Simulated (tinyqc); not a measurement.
Worked calculation: geometry optimisation on the UHF/sto-3g surface (energies and gradients from PySCF), for NH, spin multiplicity 3. Computed by tinyqc, a small Python program that keeps every step (integrals from PySCF). Settings: charge = 0, multiplicity = 3, basis = sto-3g, optimiser = sd, first Hessian = 0.6, largest step = 0.5, iteration cap = 30. Command: `OMP_NUM_THREADS=1 python tinyqc.py 24477 24478 out.jsonl` (the two numbers bound the seeds that draw the settings). One thread of a shared host (Intel(R) Xeon(R) Processor @ 2.60GHz), about 0.7 s of CPU time with the checks.

## Step 1: energy and gradient

positions at the start (bohr):
```
           x         y         z
1N  0.000000  0.000000  0.000000
2H  0.000000  0.000000  2.173185
```

Self-consistent energy and analytic gradient at these positions.

energy = -54.26036334 hartree

gradient (hartree/bohr):
```
             x           y            z
1N  0.00000000  0.00000000  -0.04992478
2H  0.00000000  0.00000000   0.04992478
```

## Step 1: move

Steepest descent, p = -g / 0.6; steps longer than 0.5 bohr are cut back.

positions after step 1 (bohr):
```
           x         y         z
1N  0.000000  0.000000  0.083208
2H  0.000000  0.000000  2.089977
```

## Step 2: energy and gradient

As before.

energy = -54.26343999 hartree

gradient (hartree/bohr):
```
             x           y            z
1N  0.00000000  0.00000000   0.01856508
2H  0.00000000  0.00000000  -0.01856508
```

## Step 2: move

As before.

positions after step 2 (bohr):
```
           x         y         z
1N  0.000000  0.000000  0.052266
2H  0.000000  0.000000  2.120919
```

## Step 3: energy and gradient

As before.

energy = -54.26365108 hartree

gradient (hartree/bohr):
```
             x           y            z
1N  0.00000000  0.00000000  -0.01088652
2H  0.00000000  0.00000000   0.01088652
```

## Step 3: move

As before.

positions after step 3 (bohr):
```
           x         y         z
1N  0.000000  0.000000  0.070410
2H  0.000000  0.000000  2.102775
```

## Convergence

Stop when the largest gradient component is below 3e-5 hartree/bohr.

Course of the optimisation:
```
step   E (hartree)  largest gradient (hartree/bohr)
1     -54.26036334                         4.99e-02
2     -54.26343999                         1.86e-02
3     -54.26365108                         1.09e-02
4     -54.26374932                         5.76e-03
5     -54.26377252                         3.26e-03
6     -54.26378067                         1.79e-03
7     -54.26378299                         9.97e-04
8     -54.26378374                         5.51e-04
9     -54.26378396                         3.06e-04
10    -54.26378403                         1.70e-04
11    -54.26378406                         9.42e-05
12    -54.26378406                         5.22e-05
13    -54.26378406                         2.90e-05
```

Final distances (angstrom):
```
pair   distance
2H-1N  1.081935
```

Converged in 13 steps.
